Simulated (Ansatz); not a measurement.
**AlSO (doublet): wave-function methods side by side, def2-TZVPP**

One table from this session's results is given with a row withheld; the runs are named, their logs left out.

The runs use Ansatz 0.2.0, Gaussian basis; def2-TZVPP, core rule «outside noble gas», up to 11 orbitals frozen.

Plan: UHF; ROHF; CCSD(T) on UHF.

2 further runs of the same task are left out: 2 set aside as unsound or not needed.

## The geometry

The geometry is a PBE0/def2-TZVP stationary point (not a proven minimum).

3 atoms, charge 0, spin multiplicity 2.

Atoms are counted from 1 here; the program's logs count them from 0.

Bond lengths: Al1–O2 1.721 Å, O2–S3 1.597 Å. Angles: Al1–O2–S3 180.0°.

As a file:

```xyz
3
AlOS
Al    0.0000    0.0000    1.6796
O     0.0000    0.0000   -0.0411
S     0.0000    0.0000   -1.6385
```

The first run:

The input, in.yaml:

```yaml
crystal:
  periodic: [false, false, false]
  atoms:
    - {symbol: Al, position_ang: [0.000000, 0.000000, 1.679600]}
    - {symbol: O, position_ang: [0.000000, 0.000000, -0.041100]}
    - {symbol: S, position_ang: [0.000000, 0.000000, -1.638500]}
basis:
  gaussian: {orbitals: def2-TZVPP}
magnetization: {spin_polarized: true, initial_magnetization: 1}
hamiltonian: {xc: hf}
output: {orbitals: {seedname: orbitals}}
```

The run is started by

```
> ansatz run in.yaml --threads 1 --pin off --events-out ev --progress --plain --max-ram 4096MiB --backend cpu
```

Among the steps run: UHF; ROHF; CCSD(T) on UHF.

One of the session's tables, all rows but one given; the rest of the session is left out.

It belongs to the step «Misses and costs». 

```
  method  from UCCSD(T) (meV)
    ROHF                    ?
     UHF             +12938.6
    UMP2              +1268.1
   UCCSD               +537.6
UCCSD(T)                    0
```

Estimate the missing values for ROHF.

As computed: from UCCSD(T) (meV): +13103.6. In the column «from UCCSD(T) (meV)» it is the highest.

With the free atoms at the same levels and basis (separate runs), the atomisation energy is 7.885 eV at UCCSD(T), 4.950 eV at ROHF.
